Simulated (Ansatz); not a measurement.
# bcc W

The numbers are results of r²SCAN (PAW; Ansatz, a first-principles code), not measurements.

Numerical settings: plane-wave cutoff 500 eV, 18×18×1 k mesh (along the axes of the cell as run), Fermi–Dirac smearing 0.1 eV, scalar-relativistic PAW data made under PBE.

Cell: relaxed at this level.

- surface energy of the (100) face = 4.41 J/m²
- work function of the (100) face = 4.07 eV

The slab of 8 atoms is relaxed and unreconstructed.

Spin–orbit coupling is not included.
